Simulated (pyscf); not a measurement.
Optimised with ωB97X-D3(BJ)/def2-SVP in PySCF.

Problem. Estimate the classical barrier height and the reaction energy of [H₂C–Re(=O)(=O)=O]• (SMILES [CH2][Re](=[O])(=[O])=[O]) + H₂ (SMILES [H][H]) -> H₃C–Re(=O)(=O)=O (SMILES [CH3][Re](=[O])(=[O])=[O]) + H• (SMILES [H]) at ωB97M-D3(BJ)/def2-TZVP. The step runs on the doublet surface, breaks H–H and forms C–H; take the separated reactants as zero.

Solution. ΔE‡ = 51.8 kJ/mol, ΔE = +1.9 kJ/mol. Zero-point energy shifts the barrier by +3.1 kJ/mol. It is a hydrogen abstraction, with an imaginary mode of 1541i cm⁻¹. One saddle was located; it need not be the lowest between these sides. The angle at the transferred H is 174°. Open-shell species with a d-block atom are single-reference here; other states, and whether the spin sits on metal or ligand, were not checked. Elements past Kr carry the def2 core potentials, without spin-orbit coupling.
